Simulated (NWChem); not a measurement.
**Spin states of H2Si**

```xyz
3

Si     0.0000     0.0000    -0.0951
H      1.2867     0.0000     0.6656
H     -1.2867     0.0000     0.6656
```
Charge 0, spin multiplicity 3.

The numbers come from NWChem runs, not from measurements. The geometry was optimised at UB3LYP/def2-SVP, a minimum by its harmonic frequencies.

Basis set: def2-TZVP. The gap is E(triplet) − E(singlet) at the geometry of the triplet, so a negative value puts the higher spin lower. Open shells are unrestricted, coupled cluster uses restricted open-shell references, and the singlet is the closed-shell solution. Where the lowest singlet needs several determinants, the single determinant used here isn't a pure state and places it wrongly.

The correlated methods keep 5 core orbitals frozen. B3LYP has NWChem's definition, with VWN1-RPA local correlation. This spin state was chosen for the runs; another may lie lower. The structure started from a generated list of species. The unpaired electrons of the parent sit in orbitals of symmetry a1 and b2 (C2v labels of the run); other states weren't searched. No SCF solution was tested for a lower state. Open-shell Hartree-Fock references start from PBE0 orbitals. No row is a measurement; the coupled-cluster row has its own basis-set and correlation limits.

### Question
One of these methods gave a vertical singlet-triplet gap of 5.1 kcal/mol. Which?
A. PBE
B. CR-CCSD(T)
C. HF

### Answer
A, PBE. The others give 9.5 (CR-CCSD(T)), -6.0 (HF).
